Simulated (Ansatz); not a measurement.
Relaxation of CH$_{5}$B (7 atoms, charge 0, multiplicity 1), to a largest force component of 0.03 eV/Å in at most 50 steps.

Computed with Ansatz, RKS PBE-D4/def2-SVP.

```xyz
7
Properties=species:S:1:pos:R:3
B 0.224 0.008 0.336
H 0.050 -0.111 1.513
C 1.741 0.065 -0.079
H 2.082 -1.004 -0.073
H 1.974 0.456 -1.088
H 2.379 0.557 0.684
H -0.700 0.029 -0.457
```

Question: Where does it end, and by what steps?

Answer: It converged. After 4 steps the energy has fallen by 0.038 eV; H2 moved furthest, 0.11 Å.

```tsv
step	energy less start (eV)	largest force component (eV/Å)	accepted
0	0.0000	0.821	yes
1	-0.0329	0.310	yes
2	-0.0361	0.035	yes
3	-0.0378	0.126	yes
4	-0.0384	0.018	yes
```

```xyz
7
Properties=species:S:1:pos:R:3
B 0.260 0.012 0.362
H -0.047 -0.060 1.541
C 1.752 0.085 -0.070
H 2.027 -1.001 -0.127
H 1.946 0.497 -1.080
H 2.447 0.524 0.674
H -0.633 -0.057 -0.466
```

Time of the run: 3.4 s on 1 thread of Intel(R) Xeon(R) Platinum 8488C (Sapphire Rapids), on a shared host, peak memory 0.12 GiB.
